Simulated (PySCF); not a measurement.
# SOF₄: one geometry, several methods

Aim: at the PBE0 minimum of singlet SOF₄, found before, compare methods on energies and levels.

Computed with PySCF 2.14.0. Level: several methods, basis S def2-TZVP, O def2-TZVP, F def2-TZVP, no relativity, density fitting.

**1. The starting structure**

6 atoms, charge 0, spin multiplicity 1.

Bond lengths: S1–O2 1.409 Å, S1–F3 1.599 Å, S1–F4 1.599 Å, S1–F5 1.546 Å, S1–F6 1.546 Å. Angles: O2–S1–F3 97.7°, O2–S1–F4 97.7°, O2–S1–F5 123.6°, O2–S1–F6 123.6°, F3–S1–F4 164.5°, F3–S1–F5 85.7°, F3–S1–F6 85.7°, F4–S1–F5 85.7°, F4–S1–F6 85.7°, F5–S1–F6 112.7°.

```xyz
6
charge 0 multiplicity 1
S    -0.0733   -0.1269    0.0000
O    -0.7779   -1.3473    0.0000
F     0.0342    0.0593    1.5842
F     0.0342    0.0593   -1.5842
F     1.4696   -0.0290    0.0000
F    -0.7598    1.2583    0.0000
```

**2. PBE0**

One driver script runs all steps and calls PySCF; scf.py shows the equivalent input of each level. Each SCF starts from the density of the minimum. The driver also runs the species with one electron less or more at the same geometry (one less: multiplicity 2, one more: multiplicity 2); their logs are not shown.

scf.py reads:

```python
from pyscf import gto, scf, dft
mol = gto.M(atom='''
S     -0.073265    -0.126890     0.000000
O     -0.777918    -1.347304     0.000000
F      0.034222     0.059270     1.584177
F      0.034222     0.059270    -1.584177
F      1.469609    -0.028957     0.000000
F     -0.759810     1.258284    -0.000000''',
    basis={'S': 'def2-TZVP', 'O': 'def2-TZVP', 'F': 'def2-TZVP'},
    charge=0, spin=0)
mf = dft.RKS(mol, xc='PBE0')
mf.grids.atom_grid = (99, 590)
aux = {'S': 'def2-universal-JKFIT', 'O': 'def2-universal-JKFIT', 'F': 'def2-universal-JKFIT'}
mf = mf.density_fit(auxbasis=aux)
mf.kernel()
```

**3. HF**

scf.py, as its differences from that of step 2:

```diff
@@ -11,2 +11 @@
-mf = dft.RKS(mol, xc='PBE0')
-mf.grids.atom_grid = (99, 590)
+mf = scf.RHF(mol)
```

**4. MP2**

scf.py, as its differences from that of step 3:

```diff
@@ -14,0 +15,2 @@
+from pyscf.mp import dfmp2
+dfmp2.DFMP2(mf, frozen=10).kernel()  # the driver gives MP2 a fitting basis of its own (RI)
```

**5. PBE**

scf.py, as its differences from that of step 4:

```diff
@@ -11 +11,2 @@
-mf = scf.RHF(mol)
+mf = dft.RKS(mol, xc='PBE')
+mf.grids.atom_grid = (99, 590)
@@ -15,2 +15,0 @@
-from pyscf.mp import dfmp2
-dfmp2.DFMP2(mf, frozen=10).kernel()  # the driver gives MP2 a fitting basis of its own (RI)
```

**6. r2SCAN**

scf.py, as its differences from that of step 5:

```diff
@@ -11 +11 @@
-mf = dft.RKS(mol, xc='PBE')
+mf = dft.RKS(mol, xc='R2SCAN')
```

**7. B3LYP**

scf.py, as its differences from that of step 6:

```diff
@@ -11 +11 @@
-mf = dft.RKS(mol, xc='R2SCAN')
+mf = dft.RKS(mol, xc='B3LYP')
```

**8. TPSSh**

scf.py, as its differences from that of step 7:

```diff
@@ -11 +11 @@
-mf = dft.RKS(mol, xc='B3LYP')
+mf = dft.RKS(mol, xc='TPSSH')
```

(Steps that only read results are left out.)

Q: Predict the outcome of this session. Wanted: atomisation energy, range; vertical ionisation energy, range; vertical electron affinity; orbital gap, range.

As calculated:

| quantity | value |
| --- | --- |
| atomisation energy, range | 800 (HF) to 1900 (PBE) kJ/mol |
| vertical ionisation energy, range | 12.20 (HF) to 13.74 (MP2) eV |
| vertical electron affinity | negative in this basis |
| orbital gap, range | 6.10 (PBE) to 19.37 (HF) eV |

The atomisation energy spreads over 1100 kJ/mol, from HF to PBE; without a CCSD(T) value for it there is no yardstick here. A negative electron affinity (at every level) reflects the basis more than the molecule, so no ranking is made on it; without diffuse functions even a bound anion can come out this way.
